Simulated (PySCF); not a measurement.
Molecule: SMILES c1cnccn1, C₄H₄N₂.

Mapped SMILES: `[cH:1]1[cH:2][n:3][cH:4][cH:5][n:6]1`. Each H is labelled by its parent atom.

Geometry PBE0-D3(BJ)/def2-SVP throughout; GIAO in PySCF 2.14, gas phase, one conformer, non-relativistic; equivalent atoms averaged; basis pcSseg-2.

(1) How do the shifts δ (against TMS, NH3 at the same level) depend on the functional? (ppm; last column core-seconds on shared hosts with different chips, so compare them loosely; the GGAs took longer than the global hybrids here, which isn't the general rule, and the cause wasn't traced)

(2) Which nucleus moves most, in ppm?

Answers

(1) 
```
functional                    kind  C1/C2/C4/C5  N3/N6  H(C1)/H(C2)/H(C4)/H(C5)  core-s
        HF            Hartree–Fock        154.9  399.8                     8.79      13
       LDA                     LDA        159.9  391.2                     8.82      27
       PBE                     GGA        154.2  375.8                     8.70      35
      BLYP                     GGA        154.3  379.2                     8.61      35
      BP86                     GGA        153.5  372.9                     8.67      36
      OPBE                     GGA        149.0  358.2                     8.73      37
       KT2                     GGA        144.6  351.1                     8.42      38
       KT3                     GGA        143.6  348.4                     8.44      40
     B97-D                     GGA        149.4  362.5                     8.59      41
     B3LYP           global hybrid        155.9  384.8                     8.67      25
      PBE0           global hybrid        155.8  381.9                     8.76      25
  mPW1PW91           global hybrid        155.8  382.1                     8.75      25
      WP04           global hybrid        154.9  374.9                     8.49      29
     B97-2           global hybrid        152.5  372.0                     8.69      26
 BHandHLYP           global hybrid        156.9  392.3                     8.73      26
 CAM-B3LYP  range-separated hybrid        159.0  390.8                     8.74      37
   wB97X-D  range-separated hybrid        157.1  383.7                     8.78      34
   LC-wPBE  range-separated hybrid        161.9  388.1                     8.86      47
```

(2) N3/N6 (pyridine-type ring nitrogen): from 348.4 ppm with KT3 to 399.8 ppm with HF. The smallest spread is 0.44 ppm, at H(C1)/H(C2)/H(C4)/H(C5). Proton shifts span only some 12 ppm, so a few tenths of a ppm matter as much there as several ppm in carbon.
